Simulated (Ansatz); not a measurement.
Process, species as SMILES: [CH3] (CH3) → CH3+ (singlet, bonded as [CH3]) + e-
B3LYP-D3(BJ)/def2-TZVP geometries, fixed; electronic energies without zero-point terms.

Basis-set convergence of the adiabatic ionisation energy at PBE0 with Ansatz (an electronic-structure program). All functions are spherical. The program fits the integrals of some runs and decomposes those of others, by size. Open shells are unrestricted. No added dispersion term, no relativity. Functions are those of the species that has most. Reference: the value in pcseg-4, 9.959 eV. Deviations are taken from unrounded values.

| basis | functions |
|---|---|
| cc-pVDZ | 29 |
| aug-cc-pVDZ | 50 |
| aug-pcseg-1 | 50 |
| cc-pVTZ | 72 |
| jun-cc-pV(T+d)Z | 81 |
| aug-cc-pVTZ | 115 |
| aug-pcseg-2 | 115 |
| cc-pVQZ | 145 |
| aug-cc-pVQZ | 218 |
| aug-pcseg-3 | 232 |
| cc-pV5Z | 256 |

Which is the smallest set listed that can be trusted to 0.05 eV here, that is, within that of the reference together with its larger relatives (same family, alike in diffuse functions; a set with none to test it counts only in the reference's own line)?

The smallest set listed that lies within 0.05 eV of the reference with all its larger relatives (same family, alike in diffuse functions; a set with none counts only in the reference's own line) is aug-cc-pVDZ (50 functions, -0.031 eV off), level with aug-pcseg-1. Value minus reference: cc-pVDZ -0.096, aug-cc-pVDZ -0.031, aug-pcseg-1 -0.042, cc-pVTZ -0.018, jun-cc-pV(T+d)Z -0.006, aug-cc-pVTZ -0.006, aug-pcseg-2 0.000, cc-pVQZ -0.005, aug-cc-pVQZ -0.001, aug-pcseg-3 0.000, cc-pV5Z -0.001 eV.
